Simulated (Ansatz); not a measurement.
## Rock-salt EuN

All values below come from r²SCAN+rVV10 in Ansatz (PAW).

Settings: plane-wave cutoff 500 eV, 14×14×14 k mesh, Fermi–Dirac smearing 0.05 eV, spin-polarised with parallel moments, scalar-relativistic PAW data made under PBE.

Cell: relaxed at this level.

```json
{
 "equilibrium_volume_per_atom": "15.81 Å³/atom",
 "lattice_constant_a": "5.020 Å"
}
```

Note: the magnetic order was assumed, not searched for or taken from measurement; the 4f shell is treated without U or exact exchange, so its levels and filling can be wrong.

Spin–orbit coupling is not included.

Static lattice: no zero-point or thermal effects.

Ansatz is a quantum-chemistry and plane-wave program.
